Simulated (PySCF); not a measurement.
**Gas-phase XPS of `N[SiH3]`, computed**

Species: H5NSi.
Numbering: `[NH2:1][SiH3:2]`

Method used: PySCF 2.14.0, delta-SCF UKS SCAN, pcX-2 on the ionised atom, pcseg-1 elsewhere, spin-free X2C. Binding energies are ΔSCF values: E(core-ionised, relaxed orbitals) − E(ground state) at a fixed geometry, referred to the vacuum level.

Q: List the computed XPS lines with their assignment.

A: 
| atom(s) | environment | level | binding energy (eV) | 2p1/2 (eV) | count |
| --- | --- | --- | --- | --- | --- |
| Si2 | SiH3 silicon | Si 2p3/2 | 106.95 | 107.57 | 1 |
| N1 | silicon-bound nitrogen | N 1s | 404.74 | – | 1 |
| Si2 | SiH3 silicon | Si 1s | 1846.76 | – | 1 |

Q: Which photon energy gives electrons from Si 2p3/2 of Si2 a kinetic energy of 20 eV, and what is their de Broglie wavelength?

A: hν = 106.95 + 20 = 126.95 eV, recoil neglected; λ = 12.264 Å/√(E/eV) = 2.74 Å.

Q: Which photon wavelength matches the Si 2p3/2 of Si2 threshold?

A: λ = hc/E = 12398.42 eV Å / 106.95 eV = 115.927 Å.

Spin–orbit coupling isn't in the SCF: each 2p doublet comes from a relaxed spin-free hole plus a matrix of the shell (mean-field spin–orbit coupling and the ground-state 2p splitting), with 2p3/2 averaged over its two sublevels. 2p1/2 minus 2p3/2 (ligand field included): Si 0.62 eV. Geometry: GFN2-xTB; no solvent, vibrations or thermal averaging.
